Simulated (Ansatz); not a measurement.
A made-up structure of CH₃NS, closed shell:

```
6
angstrom
N -1.0213 -0.0106 -0.0721
C 0.2433 -0.0358 -0.3236
S 1.1492 0.0885 0.7605
H -1.3453 -0.0971 -0.8329
H 0.9182 -0.1362 -1.2307
H 0.0559 0.1912 1.6989
```

It is relaxed with PBE-D4/def2-SVP and then PBE0-D4/def2-TZVP (Ansatz 0.2.0). Atoms count as bonded within 1.22 times the sum of their covalent radii (H–H: 0.88 Å). The end point is not checked to be a true minimum.

Task: Does its bonding change? (Judge from chemistry; the calculation decides.)

Result: Computed: No: no bond forms or breaks.

Where it ends: The first stage lowers the energy by 4.32 eV in 8 steps. It ends as CH₃NS ([NH][CH][SH]):
N1  (-1.055, -0.028, -0.227)
C2  (0.202, -0.037, -0.334)
S3  (1.285, 0.119, 1.028)
H4  (-1.496, -0.132, -1.138)
H5  (0.761, -0.141, -1.271)
H6  (0.303, 0.219, 1.941)
(Å)

Labels in which every atom is bracketed show which atoms are joined, not bond orders.

For scale, one of the runs: PBE0-D4/def2-TZVP relaxation, 117 basis functions, launched by `ansatz run in.yaml --threads 2 --pin off --events-out ev --progress --plain --max-ram 4352MiB`. Hardware: 2 CPU threads of an Intel Xeon Platinum 8488C, shared host. Wall time about 15 s.
